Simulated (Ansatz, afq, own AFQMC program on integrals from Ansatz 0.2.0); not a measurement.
AFQMC on a folder of integrals that Ansatz 0.2.0 wrote.

```yaml
crystal:
  periodic: [false, false, false]
  atoms:
    - {symbol: Si, position_ang: [0.000000, -0.671072, 0.000000]}
    - {symbol: S, position_ang: [0.000000, 0.325244, -1.474564]}
    - {symbol: S, position_ang: [0.000000, 0.325244, 1.474564]}
    - {symbol: H, position_ang: [0.000000, -1.994691, 0.000000]}
basis:
  gaussian: {orbitals: cc-pVDZ}
magnetization: {spin_polarized: true, initial_magnetization: 1}
correlation: {method: ccsd_t, electrons: outside_noble_gas, hamiltonian_folder: ham}
```

```sh
$ ansatz run in.yaml --threads 1 --pin off --events-out ev --progress --plain --max-ram 16896MiB --backend cuda --devices 0, --max-vram 18GiB
```

afq runs on the folder ham with

```
--method phaseless --trial cisd --walkers 4000 --populations 20 --least-time 60 --time-step 0.005 --steps-per-block 50 --equilibration-blocks 28 --max-blocks 4000 --target-error 0.00024 --factor-cut 1e-05 --start spin_pure --seed 6755 --release-times 0.24,0.51,0.99,1.5 --release-step 0.03 --release-every 4 --taylor-order 6
```

Times are imaginary, in 1/Eh. The walk had a cap of 103 s. With eight or more populations the least sampling time is a fifth of least-time, and the error comes from their spread.

Output of the walk:

```
orbitals 44  electrons 9 8  factors 355 of 612
reference energy -1084.50116145 Eh
CCSD correlation -0.36006727 Eh in 11 cycles, weight of the determinant in the CISD state 0.8300
energy of the start -1084.859328 Eh
 block  time / (1/Eh)  mean weight  energy / Eh
     1     0.250  0.9999  -1084.850448
     2     0.500  1.0004  -1084.854247
     3     0.750  1.0000  -1084.859669
     4     1.000  1.0004  -1084.864429
     5     1.250  1.0002  -1084.866387
     7     1.750  0.9999  -1084.871526
     9     2.250  1.0001  -1084.873660
    11     2.750  0.9999  -1084.875058
    15     3.750  1.0001  -1084.875558
    19     4.750  0.9999  -1084.876553
    21     5.250  0.9999  -1084.874208
    23     5.750  0.9999  -1084.875253
    27     6.750  0.9997  -1084.874846
    31     7.750  0.9997  -1084.875225
    35     8.750  1.0001  -1084.875919
    39     9.750  1.0001  -1084.876710
    43    10.750  1.0005  -1084.874357
    47    11.750  1.0000  -1084.875954
    51    12.750  1.0005  -1084.877344
    55    13.750  0.9996  -1084.875431
    59    14.750  1.0000  -1084.874739
    63    15.750  0.9997  -1084.875061
    67    16.750  0.9998  -1084.875367
    71    17.750  0.9999  -1084.874423
    75    18.750  1.0002  -1084.875507
    79    19.750  1.0003  -1084.874360
    83    20.750  1.0000  -1084.877695
    87    21.750  1.0003  -1084.876076
error from the spread of 20 populations
released: time / (1/Eh)  energy / Eh  error  mean overlap
  0.24  -1084.875870  0.000268  0.9989
  0.51  -1084.876191  0.000188  0.9980
  0.99  -1084.876848  0.000427  0.9974
  1.50  -1084.876455  0.000198  0.9983
energy -1084.875606 +/- 0.000277 Eh
(rows thinned)
```

The run passed its tests (sampling time, drift between the halves within three errors, error under three times the target), which doesn't prove that it has relaxed, ending at its cap on processor time.

Against this walk (error 7.5 meV) on the same determinant: CCSD(T) 33.5 meV higher, CCSDT(Q) 37.9 meV lower. The error is statistical and leaves out the bias of the constraint. Released to 1.50 1/Eh the energy lies 23 ± 9 meV (both errors) below the phaseless value, which shows part or all of the bias of the constraint, and CCSDT(Q) lies 14.8 meV below the released value. CCSDT(Q) is the surest value here, so the walk's 38 meV above it is most likely the bias of the constraint with this trial, which can have either sign.

Cautions: constraint bias not in the error; error above the target (7.5 against 6.5 meV); released walk and highest rung disagree (by 15 meV at 1.50 1/Eh).

The walk took 100 s on 1 × NVIDIA H100 80GB HBM3 with 2 threads of AMD EPYC 7R13 Processor (Zen 3), with other jobs on the host (the card was shared). The log's last line is the phaseless energy.

CCSDT and higher add their correlation energy to the determinant of the CCSD(T) run, since their own runs factorise the integrals more tightly (a shift of under 2 meV). A walk keeps the symmetry of its determinant, which the program's search chose and which needn't be the lowest solution, so a lower state of the same spin and another symmetry isn't excluded.
